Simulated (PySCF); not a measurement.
## How far each method lies from full CI for SiN, quartet

Geometry: a point of a stretch scan, not a stationary point.

```xyz
2

Si    0.0000    0.0000    0.0000
N     0.0000    0.0000    3.4680
```

Basis 6-31G; PySCF 2.14.0. Only valence electrons are correlated (noble-gas cores frozen), which leaves 9 electrons in 16 orbitals. R marks a restricted (for open shells ROHF) determinant.

Full CI is exact within this basis and frozen core; it isn't the basis-set limit.

The determinant fills πx and πy unequally, so it is a mixture of Σ and Δ, which weighs on every level built on one determinant.

- UHF ⟨S²⟩: 4.753
- ⟨S²⟩ of the determinant under UCCSD: 3.755
- T1 diagnostic (ROHF- or RHF-based CCSD): 0.0120
- largest doubles amplitude (ROHF- or RHF-based CCSD): 0.411

Q: From what is known of these methods and the diagnostics, rank them by the size of their error in total energy against full CI in 6-31G, smallest first (an estimate: the text doesn't fix the numbers).
A. RHF
B. RMP2
C. RCCSD(T)
D. RCCSD

A: C (7.3 kJ/mol), D (10.8 kJ/mol), B (79.1 kJ/mol), A (217.7 kJ/mol).

All errors are against full CI in 6-31G. Within each family the higher level lies nearer, as is usual though not guaranteed.

The full-CI state has the irrep A2 of C2v, in the program's axes (one component, if the state is degenerate).

Its occupations show that no single determinant describes this state well.

Natural occupations of full CI about the gap: 1.985 1.950 1.052 1.015 0.995 0.976 0.938 0.038 0.011 0.008; effectively unpaired electrons, Σ n²(2−n)², 5.00.
